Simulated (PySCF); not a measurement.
Gas-phase reaction: 2 vinylsilane + CH4 → 2 CH3SiH2 + C3H6 (propylene)

Method: PySCF energies plus ideal-gas RRHO corrections (1 bar). † marks an energy on the PBE0/def2-TZVP geometry and frequencies; other levels use their own. 6-31G* has spherical d functions here. Open shells (unrestricted): CH3SiH2 (multiplicity 2); the rest are closed-shell singlets. B3LYP is the form with VWN-RPA correlation. CH3SiH2: computed as isolated molecules; such fragments, hydroxides, amides, oligomers or adducts are transient or little studied in the gas. The harmonic model lacks anharmonicity and excited electronic states, which grow with temperature; levels with a mode under 35 cm⁻¹ are left out. Internal rotation in vinylsilane, CH3SiH2, C3H6 (propylene) is treated as a harmonic vibration of one conformer, which makes the entropy rough.

```csv
level,"ΔE electronic, kJ","ΔH°(298 K), kJ","ΔS°(298 K), J/K","ΔG°(600 K), kJ"
B3LYP/6-31G*,163,173,43,147
PBE/def2-TZVP†,148,157,42,133
PBE0/def2-QZVP†,142,151,42,126
PBE0/def2-TZVP,143,152,42,127
r2SCAN/def2-TZVP†,143,152,42,128
ωB97M-V/def2-TZVP†,187,196,42,172
```
ΔH° is lowest at PBE0/def2-QZVP† and highest at ωB97M-V/def2-TZVP†. No reference value is set beside these.
